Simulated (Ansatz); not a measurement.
`N=COCF`. Total charge 0; spin multiplicity 1.

Z-matrix (Å, degrees):
```
C
F 1 1.350
O 1 1.397 2 106.3
H 1 1.096 2 108.9 3 119.2
H 1 1.096 2 108.9 3 -119.2
C 3 1.349 1 117.2 2 179.9
N 6 1.258 3 130.3 1 0.0
H 6 1.088 3 109.0 1 -180.0
H 7 1.017 6 114.4 3 -0.0
```

(1) What are the harmonic wavenumbers in cm⁻¹ at PBE0-D4/def2-TZVP (Ansatz, finite differences of forces, unscaled)? (An estimate is asked.)

(2) Is this a minimum?

(3) Give the ideal-gas thermochemistry at 298.15 K and 1 bar (rigid rotor, harmonic oscillator; point group Cs, symmetry number 1).

Results:

(1) The calculation gave: 69, 234, 252, 457, 715, 844, 1023, 1064, 1131, 1169, 1172, 1272, 1273, 1417, 1451, 1535, 1734, 3024, 3082, 3178, 3529.

(2) Yes, all 21 modes are real.

(3) Zero-point energy 177.2 kJ/mol; H(298) − E = 193.4 kJ/mol; entropy 307.8 J/(mol·K), of which translation 163.0, rotation 105.5, vibration 39.3; G(298) − E = 101.6 kJ/mol. Modes under 100 cm⁻¹ are hindered rotations or soft bends, so the harmonic entropy is rough.
